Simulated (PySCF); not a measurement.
Compound: thioformamide, CH3NS.
SMILES: `NC=S`

The calculation used EOM-IP-CCSD/aug-cc-pVDZ in PySCF, restricted Hartree–Fock reference, 7 core orbitals frozen, non-relativistic, gas phase, PBE0-D3(BJ)/def2-SVP geometry.

Hartree–Fock orbital energies give these Koopmans values (eV): HOMO 9.04, HOMO-1 9.40, HOMO-2 14.08, HOMO-3 14.71, HOMO-4 17.78, HOMO-5 20.56.

**Question.** What vertical ionisation energies does EOM-IP-CCSD give?

**Answer.** 
```json
{"leading hole (HF orbital)": "HOMO", "Koopmans (eV)": "9.04", "EOM-IP-CCSD (eV)": "8.55", "change (eV)": "-0.49", "one-hole share": "0.95"}
{"leading hole (HF orbital)": "HOMO-1", "Koopmans (eV)": "9.40", "EOM-IP-CCSD (eV)": "9.14", "change (eV)": "-0.26", "one-hole share": "0.95"}
{"leading hole (HF orbital)": "HOMO-2", "Koopmans (eV)": "14.08", "EOM-IP-CCSD (eV)": "13.02", "change (eV)": "-1.06", "one-hole share": "0.94"}
{"leading hole (HF orbital)": "HOMO-3", "Koopmans (eV)": "14.71", "EOM-IP-CCSD (eV)": "13.24", "change (eV)": "-1.47", "one-hole share": "0.89"}
{"leading hole (HF orbital)": "HOMO-4", "Koopmans (eV)": "17.78", "EOM-IP-CCSD (eV)": "16.08", "change (eV)": "-1.70", "one-hole share": "0.92"}
{"leading hole (HF orbital)": "HOMO-5", "Koopmans (eV)": "20.56", "EOM-IP-CCSD (eV)": "18.57", "change (eV)": "-1.99", "one-hole share": "0.88"}
```

**Question.** Does the order of the lines follow the orbital energies?

**Answer.** Yes, no two lines change places. The corrections run from -1.99 to -0.26 eV, with a mean of -1.16 eV over the 6 lines; no line lies above its Koopmans value. Koopmans values leave out both the relaxation of the orbitals and the change in correlation energy.

**Question.** At what kinetic energies would He II light (40.81 eV) eject these electrons?

**Answer.** 32.26 eV (HOMO), 31.67 eV (HOMO-1), 27.79 eV (HOMO-2), 27.57 eV (HOMO-3), 24.73 eV (HOMO-4), 22.24 eV (HOMO-5).

One root was sought for each valence orbital with −ε under 21 eV, eight at most, so deeper holes and satellites are missing; no vibrational structure.

Shape of the structure used: `[NH2:1][CH:2]=[S:3]`: H–N1–C2–S3 180°, H–N1–C2–S3 0°.

One conformer stands for the species.
